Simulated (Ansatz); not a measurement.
Antiferromagnetic bcc Cr, cohesive energy

Reference value: 4.15 eV/atom (measured, finite-temperature (and zero-point) corrections as in the cited sets; as tabulated in Jana et al. (2018), arXiv:1807.00350).

Q: Which of these levels comes closest to the reference?
A) PBE-D3(BJ) (Ansatz (a quantum-chemistry and plane-wave program))
B) revPBE (Ansatz)
C) r²SCAN+rVV10 (Ansatz)
D) PBE (Ansatz)

A: D, PBE (Ansatz)

```
level (code)           value (eV/atom)  cell (Å³/atom)  error (eV/atom)
---------------------  ---------------  --------------  ---------------
PBE (Ansatz)                      4.12           11.77            -0.03
revPBE (Ansatz)                   3.61           12.11            -0.54
PBE-D3(BJ) (Ansatz)               4.62           11.35            +0.47
r²SCAN+rVV10 (Ansatz)             3.75           12.77            -0.40
```

Of the ranked levels PBE (-0.03 eV/atom) comes nearest. Once the reference is moved by up to 0.03 eV/atom (a margin picked here for doubts on the reference and the settings) and values within 0.03 eV/atom count as equal, the farthest can be revPBE (-0.54 eV/atom) or PBE-D3(BJ) (+0.47 eV/atom). Of the ranked levels only PBE lands within 0.3 eV/atom.

Free atoms are spin-polarised, in the lowest state found; at levels without +SOC their spin–orbit coupling is left out. Spin-polarised runs: PBE (opposed moments), revPBE (opposed moments), PBE-D3(BJ) (opposed moments), r²SCAN+rVV10 (opposed moments). PBE, revPBE, PBE-D3(BJ), r²SCAN+rVV10: the commensurate order stands in for chromium's spin-density wave, and the size of the moments varies much between levels. Each level is taken at its own relaxed cell. Cutoffs differ between the levels. Ansatz's density-functional and Hartree–Fock values are scalar-relativistic unless marked +SOC, with PAW data made under PBE.

Differences are worked out from the printed values.
